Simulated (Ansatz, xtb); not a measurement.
Isomers of BHOSi in order of energy

6 gas-phase structures of BHOSi, found in a search over its isomers (lower ones may exist). Each was relaxed with GFN2-xTB:

A. `O=B[SiH]`, a singlet
B. `B=[Si]=O`, a singlet
C. a triplet given by its coordinates
D. a singlet given by its coordinates
E. `B1O[Si]1`, a singlet
F. `O=B[SiH]`, a triplet

D (Å):

```xyz
4

B    -1.1411    0.1042    0.4000
O     0.0344    0.4025    0.1084
Si    1.5899    0.8078   -0.2767
H     2.0032   -0.5767   -0.6439
```

Close contacts (Å): B1–O2 1.25, O2–Si3 1.65, Si3–H4 1.49.

C (Å):

```xyz
4

B     0.5033    0.0233   -0.8020
O     1.0373    0.4125   -1.8432
Si    0.4469   -2.0627   -1.1587
H     0.0632    0.4071    0.2139
```

Close contacts (Å): B1–O2 1.23, B1–Si3 2.12, B1–H4 1.17.

Make a reasoned guess at their ranking by r2SCAN-D4/def2-SVP single-point energy.

Calculated order at r2SCAN-D4/def2-SVP: E (0.0), A (27.2), F (50.8), D (117.4), C (137.5), B (327.6) kJ/mol.

Energies above the lowest of each column, in kJ/mol; the last columns are at PBE0-D3(BJ)/pcseg-1 geometries and were run for some of them only (a dash: not run or not comparable):

| structure | GFN2-xTB | HF/STO-3G | r2SCAN-D4/def2-SVP | PBE0-D3(BJ)/pcseg-1 | CCSD(T)/def2-TZVPP |
| --- | --- | --- | --- | --- | --- |
| E | 33.5 | 10.2 | 0.0 | 0.0 | 0.0 |
| A | 0.0 | 0.0 | 27.2 | 2.7 | 13.3 |
| F | – | 48.7 | 50.8 | 48.9 | 83.8 |
| D | 85.9 | 110.5 | 117.4 | – | – |
| C | – | 143.5 | 137.5 | – | – |
| B | 51.1 | 612.3 | 327.6 | – | – |

CCSD(T)/def2-TZVPP puts E lowest of those it was run on; GFN2-xTB picks A, HF/STO-3G picks A. Flexible structures stand in one conformer each, not always the lowest. Frequencies (PBE0-D3(BJ)/pcseg-1) were run for A, E, F alone. GFN2-xTB has no spin polarisation and isn't compared across spin states. Open shells are spin-unrestricted. Large T1 diagnostics make some coupled-cluster values less sure.

Over these structures GFN2-xTB departs from r2SCAN-D4/def2-SVP by 100.5 kJ/mol on average once a common shift is removed. A GFN2-xTB relaxation took about 0.23 s and the r2SCAN-D4/def2-SVP energy about 2.5 s on a shared host (Ansatz 0.2.0, xtb 6.7.1).
